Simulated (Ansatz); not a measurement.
Reaction (SMILES): ClCl (Cl2) → Cl2+ (doublet, bonded as ClCl) + e-
B3LYP-D3(BJ)/def2-TZVP geometries, fixed; electronic energies without zero-point terms.
Largest species:
```xyz
2

Cl     0.0000     0.0000    -1.0068
Cl     0.0000     0.0000     1.0068
```
Charge 0, spin multiplicity 1.

Basis-set convergence of the adiabatic ionisation energy at r2SCAN with Ansatz (a program for electronic structure). Cartesian d functions, on some or all atoms, in 6-31G**, 6-31+G*, 6-311G**, 6-311+G**; all else is spherical. The program fits the integrals of some runs and decomposes those of others, by size. Open shells are unrestricted. No added dispersion term, no relativity. Functions are those of the species that has most. Reference: the value in aug-cc-pV(5+d)Z, 11.229 eV, itself unsure by roughly 0.002 eV (its mean distance from pcseg-4, aug-pcseg-3, aug-cc-pV(Q+d)Z). Deviations are taken from unrounded values.

```tsv
basis	functions
STO-3G	18
3-21G	26
6-31G	26
6-31G**	38
6-31+G*	46
6-311G**	54
6-311+G**	62
6-311++G(2d,2p)	70
6-311++G(3df,3pd)	94
```

Problem. Which is the smallest Pople set listed that can be trusted to 0.05 eV here, that is, within that of the reference together with its larger relatives (same family, alike in diffuse functions; a set with none to test it counts only in the reference's own line)?

Solution. Of the sets listed that have larger relatives (same family, alike in diffuse functions), none stays within 0.05 eV of the reference together with them. Inside, with no larger relative to test it: 6-311++G(3df,3pd). Value minus reference: STO-3G 0.193, 3-21G 1.113, 6-31G 0.900, 6-31G** 0.255, 6-31+G* 0.255, 6-311G** 0.290, 6-311+G** 0.247, 6-311++G(2d,2p) 0.129, 6-311++G(3df,3pd) 0.035 eV.
